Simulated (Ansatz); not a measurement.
System: diamond. Method: r²SCAN-D4 in Ansatz (plane waves, PAW).

Run with plane-wave cutoff 500 eV, 14×14×14 k mesh, gaussian smearing 0.02 eV, scalar-relativistic PAW data made under PBE.

Cell (relaxed at this level):

C has the cubic space group Fd-3m, origin choice 1 (No. 227), the diamond structure, Pearson symbol cF8. Lattice parameters: a = 3.555 Å, b = 3.555 Å, c = 3.555 Å, α = 90.00°, β = 90.00°, γ = 90.00°. C on 8b sees 4 C at 1.539 Å (tetrahedral). (Neighbours: up to the widest gap in distance over summed covalent radii, below 1.35, at either atom.)
(The calculation used a cell of 2 atoms; values per cell refer to that cell.)

Problem. Estimate the band gap that the calculation returns.

Solution. 
- band gap: 4.37 eV (on the SCF k mesh)

Measured, for comparison: band gap 5.48 eV (low temperature, zero-point motion not removed; as tabulated in arXiv:1206.3780). Computed (rounded) less measured: band gap -1.11 eV.

The computed numbers hold no vibrational or temperature effects.

Ansatz is an electronic-structure program.
